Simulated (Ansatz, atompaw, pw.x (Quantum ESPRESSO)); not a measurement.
# pw.x on bcc Cr: one setting changed

Potential: PAW, atompaw 4.2.0.5, PBE; core [Ar], reference 3d5 4s0 4p1; waves: 4s (bound, empty): rc 3.00 bohr; 4s channel at 4.3 Ry: rc 3.00 bohr; 4p (bound): rc 3.00 bohr; 4p channel at 0.7 Ry: rc 3.00 bohr; 3d (bound): rc 1.15 bohr; 3d channel at 0.3 Ry: rc 1.15 bohr; 4f channel at 0.25 Ry: rc 3.00 bohr; 4f channel at 1.85 Ry: rc 3.00 bohr; local part: bessel scheme, radius 2.75 bohr; core correction: smooth core density matched at 3.00 bohr; augmentation: besselshape compensation charge, radius 2.20 bohr; PAW radius 3.00 bohr; waves and projectors: custom rrkj gramschmidtortho.

The reference run (k-mesh 16³, cutoffs 170/900 Ry, Fermi–Dirac 0.01 Ry, mixing_beta 0.4, conv_thr 1e-9, no spin) gives 1.45 GPa at 11.577 Å³/atom, where all-electron LAPW gives -0.44 GPa. This run, with its own iteration cap, changes smearing to fermi, a wrong or extreme entry chosen on purpose.

```
&control
  calculation='scf', prefix='x', pseudo_dir='./', outdir='./tmp', tstress=.true., disk_io='none'
/
&system
  ibrav=0, nat=1, ntyp=1, ecutwfc=170, ecutrho=900, nbnd=10,
  occupations='smearing', smearing='fermi', degauss=0.01
/
&electrons
  conv_thr=1e-09, mixing_beta=0.4, electron_maxstep=70
/
ATOMIC_SPECIES
Cr 1.0 Cr.UPF
CELL_PARAMETERS angstrom
  -1.42510002 1.42510002 1.42510002
  1.42510002 -1.42510002 1.42510002
  1.42510002 1.42510002 -1.42510002
ATOMIC_POSITIONS crystal
Cr 0.0000 0.0000 0.0000
K_POINTS automatic
16 16 16 0 0 0
```

```bash
pw.x < Cr.scf.in > Cr.scf.out
```

**Question.** How does the run end?

**Answer.** It stops with "set_occupations: smearing fermi unknown".

```
Error in routine  set_occupations (1):
      smearing fermi unknown
```

The run took about 0.5 s on one core of a shared host (Intel(R) Xeon(R) Platinum 8375C CPU @ 2.90GHz, 96 threads, 744 GiB, load 11).
